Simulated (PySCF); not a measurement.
Isomers of C4H8O2, one GFN2-xTB conformer each. Single-point energies are computed at PBE0/pcSseg-1 (PySCF, gas phase, no added dispersion term), electronic only.

```json
{"SMILES": "OCC1COC1", "GFN2-xTB relative energy (kJ/mol)": "0.0"}
{"SMILES": "COC1COC1", "GFN2-xTB relative energy (kJ/mol)": "4.3"}
```

Conformers: `[OH:1][CH2:2][CH:3]1[CH2:4][O:5][CH2:6]1` with H–O1–C2–C3 50°, O1–C2–C3–C4 -61°; `[CH3:1][O:2][CH:3]1[CH2:4][O:5][CH2:6]1` with C1–O2–C3–C4 81°.

Q: What does PBE0/pcSseg-1 give for the same structures?

A: 
```json
{"SMILES": "OCC1COC1", "PBE0/pcSseg-1 E (Eh)": "-307.25188", "PBE0/pcSseg-1 (kJ/mol)": "0.0", "GFN2-xTB (kJ/mol)": "0.0", "point group": "C1"}
{"SMILES": "COC1COC1", "PBE0/pcSseg-1 E (Eh)": "-307.24072", "PBE0/pcSseg-1 (kJ/mol)": "29.3", "GFN2-xTB (kJ/mol)": "4.3", "point group": "C1"}
```

Both levels put the same isomer lowest. As drawn, the lower has an O–H bond, which the higher lacks.

Q: Which frontier levels, dipoles and rotational constants go with these structures?

A: 
```json
{"SMILES": "OCC1COC1", "HOMO (eV, PBE0/pcSseg-1)": "-7.26", "LUMO (eV)": "1.10", "dipole (D)": "2.18", "A, B, C (MHz)": "6597, 2741, 2651"}
{"SMILES": "COC1COC1", "HOMO (eV, PBE0/pcSseg-1)": "-7.18", "LUMO (eV)": "1.30", "dipole (D)": "2.53", "A, B, C (MHz)": "9307, 2427, 2103"}
```
